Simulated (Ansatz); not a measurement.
# One shape, several levels: C5H10O (propyl vinyl ether)

Aim: a comparison of 6 runs (HF/3-21G, HF/def2-SVP, B3LYP/6-31G*, PBE0/def2-SVP, MP2/pcseg-1, CCSD(T)/STO-3G) of C5H10O (propyl vinyl ether). 

Program for the calculation: Ansatz 0.2.0.

5 further runs of the same task are left out: 2 for a known fault of the program, 1 that didn't finish, 2 set aside as unsound or not needed.

### Step 1. The structure to begin with

C5H10O has 16 atoms, charge 0, and is taken as a singlet. As SMILES, `C=COCCC`. Geometry: relaxed at PBE0-D4/def2-TZVP. This is one conformer, not always the lowest.

Bond lengths: C1–C2 1.330 Å, C2–O3 1.343 Å, O3–C4 1.413 Å, C4–C5 1.509 Å, C5–C6 1.519 Å, C1–H7 1.081 Å, C1–H8 1.081 Å, C2–H9 1.085 Å, C4–H10 1.099 Å, C4–H11 1.099 Å, C5–H12 1.094 Å, C5–H13 1.094 Å, C6–H14 1.091 Å, C6–H15 1.093 Å, C6–H16 1.093 Å. Some angles: C1–C2–O3 128.2°, C2–O3–C4 116.8°, O3–C4–C5 108.6°, C4–C5–C6 111.7°, C1–C2–H9 121.6°, O3–C2–H9 110.2°, C2–C1–H7 123.6°, C2–C1–H8 118.6°, O3–C4–H10 109.5°, O3–C4–H11 109.5°.

### Step 2. Energy and forces at HF/3-21G (run 1)

File in.yaml:

```yaml
crystal:
  periodic: [false, false, false]
  atoms:
    - {symbol: C, position_ang: [2.607440, 0.443220, -0.932720]}
    - {symbol: C, position_ang: [2.233530, 0.641250, 0.328410]}
    - {symbol: O, position_ang: [1.018740, 0.460030, 0.871920]}
    - {symbol: C, position_ang: [-0.003670, 0.001560, 0.010690]}
    - {symbol: C, position_ang: [-1.278310, -0.136300, 0.806350]}
    - {symbol: C, position_ang: [-2.428070, -0.627230, -0.055950]}
    - {symbol: H, position_ang: [1.938260, 0.094290, -1.706890]}
    - {symbol: H, position_ang: [3.634690, 0.639780, -1.205610]}
    - {symbol: H, position_ang: [2.931980, 0.992480, 1.080840]}
    - {symbol: H, position_ang: [-0.133890, 0.713720, -0.815590]}
    - {symbol: H, position_ang: [0.290130, -0.962410, -0.426710]}
    - {symbol: H, position_ang: [-1.102350, -0.827210, 1.636120]}
    - {symbol: H, position_ang: [-1.522360, 0.833060, 1.250910]}
    - {symbol: H, position_ang: [-3.344470, -0.723380, 0.528850]}
    - {symbol: H, position_ang: [-2.209670, -1.606100, -0.491640]}
    - {symbol: H, position_ang: [-2.631980, 0.063270, -0.878960]}
basis:
  gaussian: {orbitals: 3-21G.json}
hamiltonian: {xc: hf}
accuracy: high
output: {forces: true, orbitals: {seedname: orbitals}}
```

The basis set 3-21G is read from a file made from the Basis Set Exchange's data (not shown).

On the command line:

```
$ ansatz run in.yaml --threads 4 --pin off --max-ram 12180MiB --events-out events.jsonl --progress --plain --runs-dir runs
```

Standard output, shortened:

```text
Warning: RAYON_NUM_THREADS=4 ignored (pool sized by the plan → 4); use --threads N
Functional definition: HF
  name "HF"
[...]
1833 factors; integrals over basis functions are off by at most 1.7e-8 eV
[...]
mean field -7306.15140878 eV, -268.4961119854 hartree, gradient 2.3e-8 eV, S^2 0.000000; 0 other end points of the search recorded, 0 dependent functions left out
[...]
reference -7306.15140878 eV, -268.4961119854 hartree; 24, 24 occupied and 50, 50 virtual orbitals, 1833 factors
Total energy: -7306.15140878 eV, -268.4961119854 hartree
Atom 0 at     2.607440     0.443220    -0.932720 Å, force    -0.024135     0.100810     0.460506 eV/Å
Atom 1 at     2.233530     0.641250     0.328410 Å, force     1.762075     0.320859    -0.536701 eV/Å
Atom 2 at     1.018740     0.460030     0.871920 Å, force    -0.355972     0.052989     0.616478 eV/Å
Atom 3 at    -0.003670     0.001560     0.010690 Å, force    -0.541908    -0.417394    -1.207629 eV/Å
Atom 4 at    -1.278310    -0.136300     0.806350 Å, force    -0.019160     0.235445     1.034354 eV/Å
Atom 5 at    -2.428070    -0.627230    -0.055950 Å, force    -0.653580    -0.286505    -0.522337 eV/Å
Atom 6 at     1.938260     0.094290    -1.706890 Å, force     0.355780     0.155362     0.281347 eV/Å
Atom 7 at     3.634690     0.639780    -1.205610 Å, force    -0.408911    -0.094776     0.037520 eV/Å
Atom 8 at     2.931980     0.992480     1.080840 Å, force    -0.267729    -0.166064    -0.424728 eV/Å
Atom 9 at    -0.133890     0.713720    -0.815590 Å, force    -0.016433    -0.308635     0.333357 eV/Å
Atom 10 at     0.290130    -0.962410    -0.426710 Å, force    -0.189181     0.374627     0.174920 eV/Å
Atom 11 at    -1.102350    -0.827210     1.636120 Å, force    -0.018820     0.208095    -0.292558 eV/Å
Atom 12 at    -1.522360     0.833060     1.250910 Å, force     0.108245    -0.294422    -0.176070 eV/Å
Atom 13 at    -3.344470    -0.723380     0.528850 Å, force     0.237544     0.028086    -0.138088 eV/Å
Atom 14 at    -2.209670    -1.606100    -0.491640 Å, force    -0.034042     0.244018     0.133789 eV/Å
Atom 15 at    -2.631980     0.063270    -0.878960 Å, force     0.066228    -0.152495     0.225841 eV/Å
Dipole moment:    -0.131236    -0.072295    -0.168469 e Å
```

Run time: 1 s. Hardware: 4 threads of Arm Neoverse V1, shared host.

### Step 3. Energy and forces at HF/def2-SVP (run 2)

File molecule.yaml:

```yaml
crystal:
  periodic: [false, false, false]
  atoms:
    - symbol: C
      position_ang: [2.607440, 0.443220, -0.932720]
    - symbol: C
      position_ang: [2.233530, 0.641250, 0.328410]
    - symbol: O
      position_ang: [1.018740, 0.460030, 0.871920]
    - symbol: C
      position_ang: [-0.003670, 0.001560, 0.010690]
    - symbol: C
      position_ang: [-1.278310, -0.136300, 0.806350]
    - symbol: C
      position_ang: [-2.428070, -0.627230, -0.055950]
    - symbol: H
      position_ang: [1.938260, 0.094290, -1.706890]
    - symbol: H
      position_ang: [3.634690, 0.639780, -1.205610]
    - symbol: H
      position_ang: [2.931980, 0.992480, 1.080840]
    - symbol: H
      position_ang: [-0.133890, 0.713720, -0.815590]
    - symbol: H
      position_ang: [0.290130, -0.962410, -0.426710]
    - symbol: H
      position_ang: [-1.102350, -0.827210, 1.636120]
    - symbol: H
      position_ang: [-1.522360, 0.833060, 1.250910]
    - symbol: H
      position_ang: [-3.344470, -0.723380, 0.528850]
    - symbol: H
      position_ang: [-2.209670, -1.606100, -0.491640]
    - symbol: H
      position_ang: [-2.631980, 0.063270, -0.878960]
basis:
  gaussian:
    orbitals: def2-SVP
hamiltonian:
  xc: hf
accuracy: high
output:
  forces: true
  orbitals: {seedname: orbitals}
```

On the command line:

```
$ ansatz run molecule.yaml --threads 4 --pin off --max-ram 12180MiB --events-out events.jsonl --progress --plain --runs-dir runs
```

Standard output, shortened:

```text
Warning: RAYON_NUM_THREADS=4 ignored (pool sized by the plan → 4); use --threads N
[... 2 set-up lines as earlier in the session ...]
[...]
3389 factors; integrals over basis functions are off by at most 3.7e-8 eV
[...]
mean field -7341.48709406 eV, -269.7946744681 hartree, gradient 1.8e-8 eV, S^2 0.000000; 0 other end points of the search recorded, 0 dependent functions left out
[...]
reference -7341.48709406 eV, -269.7946744681 hartree; 24, 24 occupied and 110, 110 virtual orbitals, 3389 factors
Total energy: -7341.48709406 eV, -269.7946744681 hartree
Atom 0 at     2.607440     0.443220    -0.932720 Å, force    -0.043212     0.068271     0.341092 eV/Å
Atom 1 at     2.233530     0.641250     0.328410 Å, force    -0.147887    -0.017834     0.085904 eV/Å
Atom 2 at     1.018740     0.460030     0.871920 Å, force     0.065985    -0.172218    -0.814267 eV/Å
[...]
Atom 6 at     1.938260     0.094290    -1.706890 Å, force     0.082728     0.025263     0.018378 eV/Å
Atom 7 at     3.634690     0.639780    -1.205610 Å, force    -0.016918    -0.005290    -0.004217 eV/Å
Atom 8 at     2.931980     0.992480     1.080840 Å, force    -0.011963    -0.030396    -0.118764 eV/Å
Atom 9 at    -0.133890     0.713720    -0.815590 Å, force     0.003966    -0.108644     0.154511 eV/Å
Atom 10 at     0.290130    -0.962410    -0.426710 Å, force    -0.061824     0.151793     0.094175 eV/Å
Atom 11 at    -1.102350    -0.827210     1.636120 Å, force    -0.002578     0.049142    -0.045687 eV/Å
Atom 12 at    -1.522360     0.833060     1.250910 Å, force     0.024763    -0.059160    -0.020674 eV/Å
Atom 13 at    -3.344470    -0.723380     0.528850 Å, force     0.009730    -0.001868    -0.018780 eV/Å
Atom 14 at    -2.209670    -1.606100    -0.491640 Å, force    -0.020807     0.020250     0.013849 eV/Å
Atom 15 at    -2.631980     0.063270    -0.878960 Å, force    -0.010735    -0.019700     0.023172 eV/Å
Dipole moment:    -0.138998    -0.066975    -0.137074 e Å
```

It took 4.5 s on 4 threads of Arm Neoverse V1, shared host.

Runs 3 to 5 aren't shown in full; the table further down has their settings and results.

### Step 4. Energy and gradient at CCSD(T)/STO-3G (run 6)

File molecule.yaml:

```yaml
basis:
  gaussian:
    orbitals: STO-3G
crystal:
  periodic: [false, false, false]
  atoms:
    - {symbol: C, position_ang: [2.607440, 0.443220, -0.932720]}
    - {symbol: C, position_ang: [2.233530, 0.641250, 0.328410]}
    - {symbol: O, position_ang: [1.018740, 0.460030, 0.871920]}
    - {symbol: C, position_ang: [-0.003670, 0.001560, 0.010690]}
    - {symbol: C, position_ang: [-1.278310, -0.136300, 0.806350]}
    - {symbol: C, position_ang: [-2.428070, -0.627230, -0.055950]}
    - {symbol: H, position_ang: [1.938260, 0.094290, -1.706890]}
    - {symbol: H, position_ang: [3.634690, 0.639780, -1.205610]}
    - {symbol: H, position_ang: [2.931980, 0.992480, 1.080840]}
    - {symbol: H, position_ang: [-0.133890, 0.713720, -0.815590]}
    - {symbol: H, position_ang: [0.290130, -0.962410, -0.426710]}
    - {symbol: H, position_ang: [-1.102350, -0.827210, 1.636120]}
    - {symbol: H, position_ang: [-1.522360, 0.833060, 1.250910]}
    - {symbol: H, position_ang: [-3.344470, -0.723380, 0.528850]}
    - {symbol: H, position_ang: [-2.209670, -1.606100, -0.491640]}
    - {symbol: H, position_ang: [-2.631980, 0.063270, -0.878960]}
total_charge: 0
correlation:
  method: ccsd_t
  frozen_orbitals: {C: 1, H: 0, O: 1}
accuracy: high
scf:
  omitted_lower_state_checks: [cluster_reference, increment]
output: {forces: true, orbitals: {seedname: orbitals}}
```

On the command line:

```
$ ansatz run molecule.yaml --threads 4 --pin off --max-ram 12180MiB --events-out events.jsonl --progress --plain --runs-dir runs
```

Standard output:

```text
Warning: RAYON_NUM_THREADS=4 ignored (pool sized by the plan → 4); use --threads N
[... 11 lines left out ...]
6 core orbitals not correlated: weight in the atoms' cores, before any rotation towards them, 1.000 or more for the frozen orbitals, at most 0.000 for the correlated occupied ones
[... 25 lines left out ...]
Total energy: -7267.04309375 eV, -267.0589079167 hartree
[... 16 lines left out ...]
Dipole moment:    -0.154422    -0.063140    -0.103748 e Å
Checks for a lower state left out: cluster_reference, increment
```

It took 2.2 s on 4 threads of Arm Neoverse V1, shared host.

### Step 5. Overview of the runs

| run | level | frozen core orbitals | energy (Eh) | dipole moment (D) | HOMO energy (eV) | LUMO energy (eV) | wall time |
| --- | --- | --- | --- | --- | --- | --- | --- |
| 1 | HF/3-21G | – | -268.496112 | 1.08 | -9.21 | 5.73 | 1 s |
| 2 | HF/def2-SVP | – | -269.794674 | 0.99 | -9.35 | 4.71 | 4.5 s |
| 3 | B3LYP/6-31G* (spherical functions) | – | -271.741457 | 0.97 | -6.05 | 1.35 | 5.4 s |
| 4 | PBE0/def2-SVP | – | -271.223687 | 1.01 | -6.57 | 1.22 | 7.5 s |
| 5 | MP2/pcseg-1 | 6 | -270.803674 | 1.05 | -9.37 | 4.29 | 10 s |
| 6 | CCSD(T)/STO-3G | 6 | -267.058908 | 0.94 | -7.22 | 9.22 | 2.2 s |

### Step 6. Results

| quantity | value |
| --- | --- |
| run 6: total energy | -267.05891 Eh |
| run 6: dipole moment (correlated density) | 0.94 D |
| run 6: HOMO energy (Hartree–Fock orbitals) | -7.22 eV |
| run 6: LUMO energy (Hartree–Fock orbitals) | 9.22 eV |
| run 6: HOMO–LUMO gap (Hartree–Fock orbitals) | 16.44 eV |
| run 6: correlation energy (6 core orbitals frozen) | -403.0 mEh |
| run 6: (T) correction | -4.92 mEh |
| run 6: T1 diagnostic | 0.007 |
| run 6: largest force on an atom | 4.437 eV/Å |

What this shows: The dipole moment (its size) runs from 0.94 D (CCSD(T)/STO-3G) to 1.08 D (HF/3-21G). The two ends differ in method and basis. Over runs 1, 2, 3, 4 the HOMO–LUMO gap runs from 7.41 eV (B3LYP/6-31G*) to 14.94 eV (HF/3-21G). Totals of different functionals can't be ranked against each other. In run 6 the log says that unrestricted orbitals would lower the reference, so the values rest on an unstable closed-shell determinant (other closed-shell runs at this shape may share the fault). In run 6 the basis is minimal, so the values are rough. All runs together took 31 s, the longest 10 s.
